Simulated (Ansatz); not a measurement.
**Molecular dynamics of C3H5FO2**

Input:

```yaml
crystal:
  periodic: [false, false, false]
  atoms:
    - { symbol: O, position_ang: [-0.235101, -1.604141, -0.906003] }
    - { symbol: C, position_ang: [0.308161, -0.637842, 0.022576] }
    - { symbol: F, position_ang: [1.311514, -1.302497, 0.699733] }
    - { symbol: C, position_ang: [-0.716124, 0.171591, 0.932871] }
    - { symbol: O, position_ang: [-0.356075, 1.449905, 0.272793] }
    - { symbol: C, position_ang: [0.695894, 0.798082, -0.544533] }
    - { symbol: H, position_ang: [-0.962033, -1.063209, -1.372296] }
    - { symbol: H, position_ang: [-1.786267, -0.091766, 0.807809] }
    - { symbol: H, position_ang: [-0.462884, 0.155199, 2.012906] }
    - { symbol: H, position_ang: [1.720588, 1.123952, -0.271346] }
    - { symbol: H, position_ang: [0.547627, 0.943726, -1.633911] }
basis:
  gaussian: { orbitals: STO-3G }
hamiltonian:
  xc: pbe0
  dispersion: d4
md:
  timestep: 1.0
  n_steps: 388
  ensemble: nvt_langevin
  temperature: 200.0
  initial_velocities: maxwell_boltzmann
  seed: 848363
  friction: 0.005
  temperature_schedule:
    - { n_steps: 97, end_temperature: 200.0 }
    - { n_steps: 291, end_temperature: 600.0 }
scf:
  lower_state_search: "off"
```

Command:

```bash
$ ansatz run input.yaml --threads 1 --pin off --max-ram 2048MiB --backend cpu --events-out ev --progress --plain --runs-dir out
```

It starts from a relaxed structure.

Output, in part (step lines, the closing report, with atoms numbered from 0):

```
md step     0: t =     0.00 fs  T =   181.8 K (target 200.0 K)  F+E_penalty+E_count = -9858.42209982 eV  E_kin = 0.258520 eV  (12 SCF iters)
[... lines left out ...]
Total energy: -9857.98165000 eV, -362.2741436574 hartree
Atom 0 at    -0.037433    -1.789342    -0.358719 Å, force     0.280355    -1.120897    -0.337801 eV/Å
Atom 1 at     0.306775    -0.711070     0.498093 Å, force    -0.432297     1.585459    -0.791150 eV/Å
Atom 2 at     0.917722    -1.092428     1.632167 Å, force     0.633109    -1.133317     2.011019 eV/Å
Atom 3 at    -1.007834     0.246617     0.597088 Å, force     4.480200    -1.170836    -1.086714 eV/Å
Atom 4 at    -0.167496     1.299043    -0.057607 Å, force    -0.675194     1.618252    -0.276153 eV/Å
Atom 5 at     1.105871     0.522313    -0.177985 Å, force    -1.961478     0.511846     1.739174 eV/Å
Atom 6 at     0.790449    -2.398996    -0.320038 Å, force    -0.262334     0.308485    -0.046369 eV/Å
Atom 7 at    -1.712787    -0.214224    -0.093127 Å, force    -1.250559     0.227132     0.007583 eV/Å
Atom 8 at    -1.311914     0.456481     1.626644 Å, force    -0.633882     0.271712     0.202017 eV/Å
Atom 9 at     1.927515     1.049364     0.409878 Å, force    -0.647953    -0.959270    -0.539274 eV/Å
Atom 10 at     1.376301     0.375610    -1.217913 Å, force     0.470034    -0.138565    -0.882330 eV/Å
Dipole moment:     0.229195    -0.285682     0.067283 e Å
```

The steps, from the saved trajectory:

```json
{"time (fs)": "0.0", "T (K)": "182", "potential energy less start (eV)": "0.000"}
{"time (fs)": "12.0", "T (K)": "104", "potential energy less start (eV)": "0.085"}
{"time (fs)": "24.0", "T (K)": "82", "potential energy less start (eV)": "0.126"}
{"time (fs)": "36.0", "T (K)": "54", "potential energy less start (eV)": "0.178"}
{"time (fs)": "48.0", "T (K)": "86", "potential energy less start (eV)": "0.150"}
{"time (fs)": "60.0", "T (K)": "112", "potential energy less start (eV)": "0.121"}
{"time (fs)": "72.0", "T (K)": "143", "potential energy less start (eV)": "0.079"}
{"time (fs)": "84.0", "T (K)": "85", "potential energy less start (eV)": "0.143"}
{"time (fs)": "96.0", "T (K)": "89", "potential energy less start (eV)": "0.161"}
{"time (fs)": "108.0", "T (K)": "102", "potential energy less start (eV)": "0.182"}
{"time (fs)": "120.0", "T (K)": "118", "potential energy less start (eV)": "0.163"}
{"time (fs)": "132.0", "T (K)": "124", "potential energy less start (eV)": "0.138"}
{"time (fs)": "144.0", "T (K)": "162", "potential energy less start (eV)": "0.118"}
{"time (fs)": "156.0", "T (K)": "123", "potential energy less start (eV)": "0.198"}
{"time (fs)": "168.0", "T (K)": "137", "potential energy less start (eV)": "0.191"}
{"time (fs)": "180.0", "T (K)": "156", "potential energy less start (eV)": "0.167"}
{"time (fs)": "192.0", "T (K)": "141", "potential energy less start (eV)": "0.194"}
{"time (fs)": "204.0", "T (K)": "164", "potential energy less start (eV)": "0.155"}
{"time (fs)": "216.0", "T (K)": "158", "potential energy less start (eV)": "0.167"}
{"time (fs)": "228.0", "T (K)": "210", "potential energy less start (eV)": "0.176"}
{"time (fs)": "240.0", "T (K)": "214", "potential energy less start (eV)": "0.173"}
{"time (fs)": "252.0", "T (K)": "188", "potential energy less start (eV)": "0.191"}
{"time (fs)": "264.0", "T (K)": "186", "potential energy less start (eV)": "0.228"}
{"time (fs)": "276.0", "T (K)": "240", "potential energy less start (eV)": "0.181"}
{"time (fs)": "288.0", "T (K)": "269", "potential energy less start (eV)": "0.206"}
{"time (fs)": "300.0", "T (K)": "304", "potential energy less start (eV)": "0.232"}
{"time (fs)": "312.0", "T (K)": "267", "potential energy less start (eV)": "0.306"}
{"time (fs)": "324.0", "T (K)": "285", "potential energy less start (eV)": "0.357"}
{"time (fs)": "336.0", "T (K)": "315", "potential energy less start (eV)": "0.377"}
{"time (fs)": "348.0", "T (K)": "271", "potential energy less start (eV)": "0.460"}
{"time (fs)": "360.0", "T (K)": "390", "potential energy less start (eV)": "0.317"}
{"time (fs)": "372.0", "T (K)": "339", "potential energy less start (eV)": "0.365"}
{"time (fs)": "384.0", "T (K)": "492", "potential energy less start (eV)": "0.291"}
```

All steps were run. The schedule's set-point averaged 467 K over the second half and the system 281 K, so it lags behind the ramp. A run of 0.39 ps of so small a system gives no equilibrium averages. Limits of this set-up: minimal basis.

The same pairs are bonded in the first frame and the last. Pairs count as bonded within 1.25 times the sum of covalent radii (0.12 Å more for H–H).

Last frame:

```xyz
11
Properties=species:S:1:pos:R:3
O -0.037 -1.789 -0.359
C 0.307 -0.711 0.498
F 0.918 -1.092 1.632
C -1.008 0.247 0.597
O -0.168 1.299 -0.058
C 1.106 0.522 -0.178
H 0.790 -2.399 -0.320
H -1.713 -0.214 -0.093
H -1.312 0.457 1.627
H 1.927 1.049 0.410
H 1.376 0.376 -1.218
```

The run took 9.8 min on 1 thread of Arm Neoverse V2, on a shared host, peak memory 0.09 GiB.
